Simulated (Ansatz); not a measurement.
# CNSi: the cost of one run

Program: Ansatz 0.2.0, Gaussian basis. Level of theory: def2-QZVPP, core rule «outside noble gas», up to 7 orbitals frozen. These are calculated values, not measurements.

Plan: UHF; ROHF; CCSD(T) on UHF.

## Step 1: What is computed

The geometry is a PBE0/def2-TZVP stationary point (not a proven minimum).

3 atoms, charge 0, spin multiplicity 4.

Atoms are counted from 1 here; the program's logs count them from 0.

Bond lengths: C1–N2 1.181 Å, N2–Si3 1.708 Å. Angles: C1–N2–Si3 180.0°.

## Step 2: UHF

Input file in.yaml:

```yaml
crystal:
  periodic: [false, false, false]
  atoms:
    - {symbol: C, position_ang: [0.000000, 0.000000, -1.356800]}
    - {symbol: N, position_ang: [0.000000, 0.000000, -0.175700]}
    - {symbol: Si, position_ang: [0.000000, 0.000000, 1.532500]}
basis:
  gaussian: {orbitals: "def2-QZVPP.json"}
magnetization: {spin_polarized: true, initial_magnetization: 3}
hamiltonian: {xc: hf}
output: {orbitals: {seedname: orbitals}}
```

The run is started by

```sh
$ ansatz run in.yaml --threads 1 --pin off --events-out ev --progress --plain --max-ram 2393MiB
```

Q: Estimate wall time and peak memory on 1 thread of Intel Xeon Platinum 8259CL at 2.50GHz, shared host.

About 15 s, with a peak of 0.34 GiB.
